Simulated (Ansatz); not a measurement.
## SiH3 (silyl radical): the energy to break a bond

SiH3 has 4 atoms, charge 0, and is taken as a doublet. SMILES: `[SiH3]`. The shape was relaxed beforehand at B3LYP/def2-SVP.

```xyz
4

Si    0.2984   -0.0273   -0.1666
H     0.5599    0.6677    1.1285
H    -0.2260   -1.4064    0.0610
H    -0.6323    0.7660   -1.0229
```

Wanted: the dissociation energy of the H4–Si1 bond into doublet H and singlet SiH2 (shapes relaxed at B3LYP/def2-SVP, no zero-point term). 1 Eh = 2625.50 kJ/mol = 27.2114 eV. Totals in Eh; open shells run unrestricted unless said.

```
                level  program         SiH3  doublet H  singlet SiH2
     UBLYP/def2-TZVPP   Ansatz  -291.228512  -0.497552   -290.615136
      UPBE/def2-TZVPP   Ansatz  -291.076991  -0.499616   -290.458326
UCAM-B3LYP/def2-TZVPP   Ansatz  -291.239412  -0.498811   -290.619137
```

Q: Work out the dissociation energy at each level.

A: 
1. UBLYP/def2-TZVPP: (-0.497552) + (-290.615136) − (-291.228512) = 0.115824 Eh = 304.1 kJ/mol = 3.15 eV.
2. UPBE/def2-TZVPP: (-0.499616) + (-290.458326) − (-291.076991) = 0.119049 Eh = 312.6 kJ/mol = 3.24 eV.
3. UCAM-B3LYP/def2-TZVPP: (-0.498811) + (-290.619137) − (-291.239412) = 0.121464 Eh = 318.9 kJ/mol = 3.31 eV.

The levels span 304 to 319 kJ/mol; no measured value is set beside them. A fragment with an even electron count was run as a singlet and may have a lower triplet. A bond enthalpy at 298 K also holds the loss of zero-point energy and thermal terms.
